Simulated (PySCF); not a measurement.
# C3H7F (2-fluoropropane) at 3 levels

Aim: a comparison of 3 runs (B3LYP/cc-pVDZ, BHLYP/cc-pVDZ, M06-2X/cc-pVDZ) of C3H7F (2-fluoropropane). The job is set up through a Python script.

The calculation is run with PySCF 2.14.0.

## (1) The molecule

C3H7F: 11 atoms, total charge 0, spin state singlet. SMILES: `CC(C)F`. The shape is that of a PBE0-D4/def2-TZVP optimisation.

Bond lengths: C1–C2 1.508 Å, C2–C3 1.508 Å, C2–F4 1.396 Å, C1–H5 1.091 Å, C1–H6 1.092 Å, C1–H7 1.092 Å, C2–H8 1.096 Å, C3–H9 1.092 Å, C3–H10 1.091 Å, C3–H11 1.092 Å. Some angles: C1–C2–C3 113.9°, C1–C2–F4 108.3°, C3–C2–F4 108.3°, C1–C2–H8 110.1°, C3–C2–H8 110.1°, F4–C2–H8 105.9°, C2–C1–H5 110.6°, C2–C1–H6 110.3°, C2–C1–H7 110.4°, C2–C3–H9 110.4°.

## (2) The energy at B3LYP/cc-pVDZ (run 1)

Contents of run.py:

```python
from pyscf import gto, dft

mol = gto.M(
    atom='''
C     -0.443141     1.974953    -1.328477
C     -0.906313    -0.579390    -0.153635
C      1.183724    -1.447908     1.577354
F     -1.160481    -2.347796    -2.094572
H     -1.968906     2.463069    -2.626719
H     -0.341285     3.428152     0.134171
H      1.337359     1.972685    -2.373496
H     -2.714781    -0.580524     0.857369
H      2.982933    -1.490427     0.565784
H      0.788583    -3.338579     2.299041
H      1.365894    -0.161761     3.181921
''',
    verbose=3,
    basis='cc-pvdz',
    charge=0,
    spin=0,
    unit='bohr',
    max_memory=1860,
)

mf = dft.RKS(mol)
mf.xc = 'b3lyp'
mf.grids.level = 5
mf.conv_tol = 1e-10
mf.kernel()
if not mf.converged:
    mf = mf.newton().run(mf.mo_coeff, mf.mo_occ)

energy = mf.e_tot
print('Final energy', energy)
```

The run is started by

```console
OMP_NUM_THREADS=1 python run.py
```

Log:

```text
converged SCF energy = -218.386140872419
Final energy -218.38614087241936
```

It took 28 s on 1 thread of Intel Xeon at 2.70GHz, shared host; peak memory 0.46 GiB.

## (3) A single-point energy at BHLYP/cc-pVDZ (run 2)

Contents of mol.xyz:

```xyz
11

C     -0.234500     1.045100    -0.703000
C     -0.479600    -0.306600    -0.081300
C      0.626400    -0.766200     0.834700
F     -0.614100    -1.242400    -1.108400
H     -1.041900     1.303400    -1.390000
H     -0.180600     1.814100     0.071000
H      0.707700     1.043900    -1.256000
H     -1.436600    -0.307200     0.453700
H      1.578500    -0.788700     0.299400
H      0.417300    -1.766700     1.216600
H      0.722800    -0.085600     1.683800
```

Contents of run.py:

```python
from pyscf import gto, dft

mol = gto.M(
    atom='mol.xyz',
    basis='cc-pvdz',
    verbose=3,
    max_memory=1860,
)

myscf = dft.RKS(mol)
myscf.xc = 'bhandhlyp'
myscf.conv_tol = 1e-10
myscf.grids.level = 5
myscf.kernel()
if not myscf.converged:
    myscf = myscf.newton().run(myscf.mo_coeff, myscf.mo_occ)

energy = myscf.e_tot
print('E(%s) = %.9f' % ('BHLYP', energy))
```

The run is started by

```console
OMP_NUM_THREADS=1 python run.py
```

Log:

```text
converged SCF energy = -218.270446607822
E(BHLYP) = -218.270446608
```

Run time: 25 s. Hardware: 1 thread of Intel Xeon at 2.70GHz, shared host; peak memory 0.46 GiB.

## (4) The energy at M06-2X/cc-pVDZ (run 3)

Contents of job.py:

```python
# CC(C)F
from pyscf import gto, dft

mol = gto.Mole()
mol.atom = [
    ('C', (-0.234500, 1.045100, -0.703000)),
    ('C', (-0.479600, -0.306600, -0.081300)),
    ('C', (0.626400, -0.766200, 0.834700)),
    ('F', (-0.614100, -1.242400, -1.108400)),
    ('H', (-1.041900, 1.303400, -1.390000)),
    ('H', (-0.180600, 1.814100, 0.071000)),
    ('H', (0.707700, 1.043900, -1.256000)),
    ('H', (-1.436600, -0.307200, 0.453700)),
    ('H', (1.578500, -0.788700, 0.299400)),
    ('H', (0.417300, -1.766700, 1.216600)),
    ('H', (0.722800, -0.085600, 1.683800)),
]
mol.max_memory = 1860
mol.verbose = 3
mol.charge = 0
mol.spin = 0
mol.basis = 'cc-pvdz'
mol.build()

mf = dft.RKS(mol, xc='m06-2x')
mf.conv_tol = 1e-10
mf.grids.level = 5
mf.kernel()
if not mf.converged:
    mf = mf.newton().run(mf.mo_coeff, mf.mo_occ)

e_tot = mf.e_tot
print('E = %.10f Eh' % e_tot)
```

The run is started by

```console
OMP_NUM_THREADS=1 python job.py
```

Log:

```text
converged SCF energy = -218.286853877341
E = -218.2868538773 Eh
```

Wall time 39 s (1 thread of Intel Xeon at 2.70GHz, shared host); peak memory 0.5 GiB.

## (5) Overview of the runs

| run | level | energy (Eh) | dipole moment (D) | HOMO energy (eV) | LUMO energy (eV) | wall time |
| --- | --- | --- | --- | --- | --- | --- |
| 1 | B3LYP/cc-pVDZ | -218.386141 | 1.72 | -8.68 | 1.60 | 28 s |
| 2 | BHLYP/cc-pVDZ | -218.270447 | 1.89 | -10.58 | 2.64 | 25 s |
| 3 | M06-2X/cc-pVDZ | -218.286854 | 1.81 | -10.48 | 2.74 | 39 s |

## (6) Summary of results

| quantity | value |
| --- | --- |
| run 3: total energy | -218.28685 Eh |
| run 3: dipole moment | 1.81 D |
| run 3: HOMO energy | -10.48 eV |
| run 3: LUMO energy | 2.74 eV |
| run 3: HOMO–LUMO gap | 13.22 eV |

The dipole moment (its size) runs from 1.72 D (B3LYP/cc-pVDZ) to 1.89 D (BHLYP/cc-pVDZ). The HOMO–LUMO gap runs from 10.28 eV (B3LYP/cc-pVDZ) to 13.22 eV (M06-2X/cc-pVDZ). Totals of different functionals can't be ranked against each other. All runs together took 93 s, the longest 39 s.
